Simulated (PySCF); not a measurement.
**A PySCF job on H2S2**

Aim: energy and gradient of H2S2.

The results are computed with PySCF 2.14.0.

11 further runs of the same task are left out: 2 that didn't finish, 9 set aside as unsound or not needed.

### 1 The molecule

H2S2 has 4 atoms, charge 0, and is taken as a singlet. Geometry: relaxed at GFN2-xTB.

Bond lengths: S1–S2 2.045 Å, S1–H3 1.340 Å, S2–H4 1.340 Å. Angles: S1–S2–H4 98.2°, S2–S1–H3 98.1°.

### 2 The job

File job.py:

```python
from pyscf import gto, scf, solvent

mol = gto.M(
    atom='''
S     -0.427380    -0.511820    -0.893940
S     -0.422510     0.717510     0.740680
H      0.706880    -0.077850    -1.459730
H      0.143010    -0.127830     1.612990
''',
    charge=0,
    basis={'default': 'lanl08', 'H': '6-311g**'},
    verbose=4,
    max_memory=1860,
    ecp={'S': 'lanl08'},
)

myscf = scf.RHF(mol)
myscf = myscf.density_fit()
myscf = myscf.PCM()
myscf.with_solvent.method = 'SS(V)PE'
myscf.with_solvent.eps = 78.3553
myscf.max_cycle = 6
myscf.kernel()

e_tot = myscf.e_tot
print(f'total energy: {e_tot:.8f} hartree')
grad = myscf.nuc_grad_method().kernel()
dip = myscf.dip_moment()
pop, q = myscf.mulliken_pop()
```

On the command line:

```sh
$ OMP_NUM_THREADS=1 python job.py
```

Output:

```text
PySCF version 2.14.0

[INPUT] num. atoms = 4
[INPUT] num. electrons = 14
[INPUT] charge = 0
[INPUT] spin (= nelec alpha-beta = 2S) = 0
[INPUT] symmetry False subgroup None
[INPUT] Mole.unit = angstrom
[INPUT] Symbol           X                Y                Z      unit          X                Y                Z       unit  Magmom
[INPUT]  1 S     -0.427380000000  -0.511820000000  -0.893940000000 AA   -0.807631151117  -0.967199625075  -1.689301771794 Bohr   0.0
[INPUT]  2 S     -0.422510000000   0.717510000000   0.740680000000 AA   -0.798428184890   1.355897391637   1.399682345943 Bohr   0.0
[INPUT]  3 H      0.706880000000  -0.077850000000  -1.459730000000 AA    1.335809602933  -0.147115178797  -2.758489915811 Bohr   0.0
[INPUT]  4 H      0.143010000000  -0.127830000000   1.612990000000 AA    0.270249733074  -0.241563690503   3.048109341662 Bohr   0.0

nuclear repulsion = 16.6665510165408
number of shells = 20
number of NR pGTOs = 40
number of NR cGTOs = 36
basis = {'default': 'lanl08', 'H': '6-311g**'}
ecp = {'S': 'lanl08'}

[... 15 lines left out ...]
WARN: PCM is an experimental feature. It is still in testing.
[... 17 lines left out ...]
WARN: Even tempered Gaussians are generated as DF auxbasis for  S
[... 2 lines left out ...]
Solvent Energy = -0.00226971071561641
[... 3 lines left out ...]
Solvent Energy = -0.0128895191690896
[... 3 lines left out ...]
Solvent Energy = -0.0100379977150627
[... 3 lines left out ...]
Solvent Energy = -0.00943033611371609
[... 3 lines left out ...]
Solvent Energy = -0.00934207629406174
[... 3 lines left out ...]
Solvent Energy = -0.0092942263209785
[... 3 lines left out ...]
Solvent Energy = -0.00928571032229097
[... 1 line left out ...]
SCF not converged.
SCF energy = -20.9269788828214
total energy: -20.92697888 hartree
[... 1 line left out ...]
WARN: Ground state PCMDFRHF not converged
[... 10 lines left out ...]
Dipole moment(X, Y, Z, Debye):  2.28866, -0.55579,  0.41101
[... 2 lines left out ...]
pop of  0 S 4s            1.17609
pop of  0 S 5s            0.90018
pop of  0 S 3px          -0.00690
pop of  0 S 3py          -0.00754
pop of  0 S 3pz          -0.00597
pop of  0 S 4px           0.77728
pop of  0 S 4py           0.83316
pop of  0 S 4pz           0.68119
pop of  0 S 5px           0.63660
pop of  0 S 5py           0.77483
pop of  0 S 5pz           0.48673
pop of  1 S 3s           -0.19621
pop of  1 S 4s            1.17603
pop of  1 S 5s            0.90013
pop of  1 S 3px          -0.00857
pop of  1 S 3py          -0.00667
pop of  1 S 3pz          -0.00517
pop of  1 S 4px           0.93454
pop of  1 S 4py           0.75264
pop of  1 S 4pz           0.60451
pop of  1 S 5px           0.90701
pop of  1 S 5py           0.64950
pop of  1 S 5pz           0.34204
pop of  2 H 1s            0.22476
pop of  2 H 2s            0.63505
pop of  2 H 3s            0.04580
pop of  2 H 2px           0.02660
pop of  2 H 2py           0.00980
pop of  2 H 2pz           0.00844
pop of  3 H 1s            0.22471
pop of  3 H 2s            0.63493
pop of  3 H 3s            0.04588
pop of  3 H 2px           0.01317
pop of  3 H 2py           0.01753
pop of  3 H 2pz           0.01412
 ** Mulliken atomic charges  **
charge of    0S =     -0.04943
charge of    1S =     -0.04977
charge of    2H =      0.04955
charge of    3H =      0.04966
```

It took 1.7 s on 1 thread of Arm Neoverse V2, shared host; peak memory 0.24 GiB.

### 3 Diagnosis

The run stopped without converging.

The telling line is `WARN: Ground state PCMDFRHF not converged`. What is wrong: the iteration cap is too low for convergence. To mend it: iteration cap at its default in place of 6.
